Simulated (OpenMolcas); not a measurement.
# O2 (oxygen): entropy by statistical mechanics

A linear triplet with charge 0, relaxed at UHF/cc-pVTZ (OpenMolcas 26.06):

```xyz
2

O     0.4950   -0.1601    0.2550
O    -0.4950    0.1601   -0.2550
```

Harmonic wavenumbers in cm⁻¹: 1971.

Masses in u: O 15.999. Take T = 298.15 K, p = 1 bar, R = 8.3145 J/(mol K), kT/hc = 207.22 cm⁻¹, rigid rotor and harmonic oscillator.

Question: Work out S° at 298 K.

Answer: 
1. Translation (Sackur–Tetrode): S = R[3/2 ln M + 5/2 ln T − 1.1517] with M = 31.998 gives 152.1 J/(mol K).
2. Rotation: the moment of inertia is 10.741 u Å², so B = 16.8576/I = 1.5694 cm⁻¹; σ = 2; q = kT/(σhcB) = 66.0; S = R(ln q + 1) = 43.2.
3. Vibration: with u = ν̃/207.22, each mode gives R[u/(eᵘ − 1) − ln(1 − e⁻ᵘ)]; the sum is 0.0.
4. Spin: R ln 3 = 9.1.
5. Sum: 152.1 + 43.2 + 0.0 + 9.1 = 204.4 J/(mol K).

No measured value is set beside it here. Unscaled Hartree–Fock wavenumbers run high.
